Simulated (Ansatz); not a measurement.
Zinc-blende BeTe was calculated with PBE0 (plane waves, PAW; Ansatz, a quantum-chemistry and plane-wave program).

Numerical settings: plane-wave cutoff 520 eV, 8×8×8 k mesh, scalar-relativistic PAW data made under PBE.

Computed at the level's own relaxed cell.

```xyz
2
Lattice="0.0000 2.8150 2.8150 2.8150 0.0000 2.8150 2.8150 2.8150 0.0000" Properties=species:S:1:pos:R:3 pbc="T T T"
Be     0.0000     0.0000     0.0000
Te     4.2225     4.2225     4.2225
```

Question: Give the elastic tensor (Voigt notation, GPa, ions relaxed, in the Cartesian axes of the cell as printed).

Answer: 
```
  104.7    39.4    39.4     0.0     0.0     0.0
   39.4   104.7    39.4     0.0     0.0     0.0
   39.4    39.4   104.7     0.0     0.0     0.0
    0.0     0.0     0.0    53.7     0.0     0.0
    0.0     0.0     0.0     0.0    53.7     0.0
    0.0     0.0     0.0     0.0     0.0    53.7
```

Computed values are for the static lattice.
